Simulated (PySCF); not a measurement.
# How methods differ on the electron affinity of Al

Al⁻ [Ne] 3s2 3p2 (3P) → Al [Ne] 3s2 3p1 (2P), as a difference of total energies. Calculation: PySCF 2.14, in aug-cc-pCVTZ-DK (8s7p5d3f, 75 functions); scalar relativity by spin-free X2C-1e. Correlated levels: valence: [Ne] frozen; valence and next inner shell: 1s2 frozen; nothing frozen. The calculations carry no spin-orbit coupling.

| method | electron affinity (eV) |
| --- | --- |
| UHF | 0.011 |
| LDA | 0.633 |
| PBE | 0.575 |
| PBE0 | 0.527 |
| r2SCAN | 0.605 |
| revPBE | 0.553 |
| TPSSh | 0.487 |
| MP2 (valence) | 0.358 |
| SCS-MP2 (valence) | 0.258 |
| MP2 (valence and next inner shell) | 0.345 |
| SCS-MP2 (valence and next inner shell) | 0.247 |
| MP2 (all electrons) | 0.345 |
| SCS-MP2 (all electrons) | 0.248 |

Problem. Estimate what M06 gives.

Solution. 0.343 eV, closest to MP2 (valence and next inner shell) among the rows shown.

Problem. Estimate what PW91 gives.

Solution. 0.596 eV, closest to r2SCAN among the rows shown.

Errors of the correlated levels include the incompleteness of this basis and the frozen core.

In the anion the highest occupied orbital energy is positive at LDA, PBE, PBE0, r2SCAN, revPBE, TPSSh, PW91, M06, a self-interaction effect; the basis confines that electron, and the energy difference can still be sensible.

For comparison: 0.433 eV (measured; photodetachment measurements, as compiled on the Wikipedia data page of electron affinities).
